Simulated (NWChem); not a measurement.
## Total energies of Cl

```
Cl
```
Charge 0, spin multiplicity 2.

Everything below was run with NWChem.

Basis set: 6-311G** (26 functions).

| method | total energy (Ha) |
|---|---|
| UHF | -459.47307 |
| UMP2 | -459.58514 |
| UB2PLYP | -460.00476 |
| UPBE | -459.95701 |
| UB3LYP | -460.16616 |
| ULC-wPBE (omega 0.3 per bohr) | -459.98702 |

Total energies of different functionals aren't comparable as a measure of quality: only differences taken within one method are. 

The correlated methods keep 5 core orbitals frozen. B3LYP has NWChem's definition, with VWN1-RPA local correlation. The Pople sets run with spherical d functions. No SCF solution was tested for a lower state. Open-shell Hartree-Fock references start from PBE0 orbitals.
